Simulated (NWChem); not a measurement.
Lowest excitation of propene (C3H6)

```xyz
9

C      0.2514     1.2161     0.0000
C     -0.4594    -0.0966     0.0000
C      0.1256    -1.2953     0.0000
H     -0.0241     1.8172    -0.8830
H     -0.0241     1.8172     0.8830
H      1.3441     1.0885     0.0000
H     -1.5565    -0.0506     0.0000
H      1.2160    -1.3996     0.0000
H     -0.4609    -2.2178     0.0000
```
Charge 0, spin multiplicity 1.

All runs are NWChem calculations. The geometry was optimised at PBE0/def2-SVP, a minimum by its harmonic frequencies.

Basis set: def2-SVP. The methods don't all put a state of the same symmetry lowest.

| method | lowest vertical singlet excitation energy (eV) | relative cost | difference from EOM-CCSD |
|---|---|---|---|
| CIS | 8.29 | 1 | -0.41 |
| TD-PBE | 7.58 | 4 | -1.11 |
| TD-B3LYP | 7.79 | 6 | -0.90 |
| TD-CAM-B3LYP | 7.85 | 10 | -0.84 |
| EOM-CCSD | 8.69 | 20 | 0.00 |

The values span 1.11 eV, from TD-PBE (lowest) to EOM-CCSD (highest). The cost column gives rough processor time relative to CIS; each entry includes its own SCF.

The correlated methods keep 3 core orbitals frozen. B3LYP has NWChem's definition, with VWN1-RPA local correlation. GW and range-separated runs recompute their integrals, the others keep them in memory, which bears on the times. Coupled-cluster values serve here as a point of comparison, not as the truth.
